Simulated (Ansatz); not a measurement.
The input, for Ansatz 0.2.0:

```yaml
crystal:
  periodic: [false, false, false]
  atoms:
    - {symbol: C, position_ang: [0.000000, 0.000000, 0.000000]}
    - {symbol: Li, position_ang: [0.000000, 0.000000, 2.407000]}
basis:
  gaussian: {orbitals: def2-mTZVP}
total_charge: -1
magnetization: {spin_polarized: false, initial_magnetization: 2}
correlation: {method: fic_mrcisd_q, electrons: outside_noble_gas, active_space: {window: {electrons: 4, orbitals: 6}, states: [{multiplicity: 3, weights: [1, 1]}], root: 0}}
```

```sh
$ ansatz run in.yaml --threads 1 --pin off --events-out ev --progress --plain --max-ram 2393MiB
```

Log:

```
433 factors; integrals over basis functions are off by at most 2.3e-7 eV
mean field evaluation 1: about -1221.4104 eV, gradient 2.3e1 eV
mean field evaluation 2: about -1221.4227 eV, gradient 2.3e1 eV
mean field evaluation 4: about -1227.0475 eV, gradient 8.5e0 eV
mean field evaluation 8: about -1227.4463 eV, gradient 1.5e-1 eV
mean field evaluation 16: about -1226.9276 eV, gradient 7.3e-2 eV
mean field evaluation 32: about -1227.4478 eV, gradient 2.7e-4 eV
mean field evaluation 64: about -1224.2294 eV, gradient 1.8e1 eV
mean field evaluation 96: about -1226.9710 eV, gradient 3.8e-1 eV
mean field evaluation 128: about -1226.9294 eV, gradient 2.9e-2 eV
mean field evaluation 160: about -1226.9261 eV, gradient 1.3e-1 eV
mean field -1227.59609244 eV, -45.1133243027 hartree, gradient 9.2e-6 eV, S^2 2.000000; 13 other end points of the search recorded, 0 dependent functions left out
reference -1227.59609244 eV, -45.1133243027 hartree; 6, 4 occupied and 21, 23 virtual orbitals, 433 factors
state -1229.65881166 eV, -45.1891278358 hartree
state -1228.28070322 eV, -45.1384832846 hartree
contracted CI cycle   1: correlation 0.00000000 eV, 0.0000000000 hartree, residual 1.26e1 eV
contracted CI cycle   2: correlation -2.19665066 eV, -0.0807254227 hartree, residual 2.31e0 eV
contracted CI cycle   3: correlation -2.28765099 eV, -0.0840696234 hartree, residual 7.90e-1 eV
contracted CI cycle   4: correlation -2.29888627 eV, -0.0844825122 hartree, residual 2.43e-1 eV
contracted CI cycle   5: correlation -2.29982470 eV, -0.0845169988 hartree, residual 7.60e-2 eV
contracted CI cycle   6: correlation -2.29991774 eV, -0.0845204178 hartree, residual 2.58e-2 eV
contracted CI cycle   7: correlation -2.29992944 eV, -0.0845208480 hartree, residual 8.00e-3 eV
contracted CI cycle   8: correlation -2.29993075 eV, -0.0845208962 hartree, residual 3.35e-3 eV
contracted CI cycle   9: correlation -2.29993098 eV, -0.0845209047 hartree, residual 1.43e-3 eV
contracted CI cycle  10: correlation -2.29993103 eV, -0.0845209064 hartree, residual 6.43e-4 eV
state -1229.65881166 eV, -45.1891278358 hartree; corrected -1232.06793329 eV, -45.2776614229 hartree
contracted CI cycle   1: correlation 0.00000000 eV, 0.0000000000 hartree, residual 1.23e1 eV
contracted CI cycle   2: correlation -2.12268219 eV, -0.0780071316 hartree, residual 2.55e0 eV
contracted CI cycle   3: correlation -2.24238164 eV, -0.0824060053 hartree, residual 9.87e-1 eV
contracted CI cycle   4: correlation -2.26056391 eV, -0.0830741916 hartree, residual 3.28e-1 eV
contracted CI cycle   5: correlation -2.26237504 eV, -0.0831407493 hartree, residual 1.10e-1 eV
contracted CI cycle   6: correlation -2.26256569 eV, -0.0831477556 hartree, residual 4.05e-2 eV
contracted CI cycle   7: correlation -2.26259075 eV, -0.0831486765 hartree, residual 1.56e-2 eV
contracted CI cycle   8: correlation -2.26259444 eV, -0.0831488119 hartree, residual 5.66e-3 eV
contracted CI cycle   9: correlation -2.26259499 eV, -0.0831488324 hartree, residual 1.84e-3 eV
contracted CI cycle  10: correlation -2.26259505 eV, -0.0831488344 hartree, residual 5.97e-4 eV
state -1228.28070322 eV, -45.1384832846 hartree; corrected -1230.65752502 eV, -45.2258298747 hartree
Total energy: -1232.06793329 eV, -45.2776614229 hartree
```

Ran on 1 thread of Arm Neoverse V1, shared host: 2 s wall, 0.16 GiB peak host memory.
